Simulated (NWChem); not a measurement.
System: nitrogen trifluoride (NF3); SMILES FN(F)F

```xyz
4

F      0.8608     0.8608    -0.1216
N      0.0000     0.0000     0.4667
F     -1.1759     0.3151    -0.1216
F      0.3151    -1.1759    -0.1216
```
Atoms are numbered in this order, from 1.

All runs: NWChem. Coordinates come from a PBE0/def2-SVP optimisation. Solvent water, SMD (1 M gas to 1 M solution), gas-phase geometry.

```
level            basis functions  solvation free energy (kcal/mol)  cavity-dispersion-structure term (kcal/mol)  dipole in solution (D)  relative time
---------------  ---------------  --------------------------------  -------------------------------------------  ----------------------  -------------
PBE0/STO-3G                   20                               2.4                                          2.9                    0.58              1
PBE0/def2-SVP                 56                               2.4                                          2.9                    0.07              2
PBE0/def2-SVPD                89                               2.5                                          2.9                    0.16              8
PBE0/def2-TZVP               124                               2.5                                          2.9                    0.12             10
PBE0/def2-TZVPD              157                               2.5                                          2.9                    0.17             30
PBE0/def2-TZVPP              124                               2.5                                          2.9                    0.12             20
```

The last column is a rough cost ratio, cheapest run = 1.
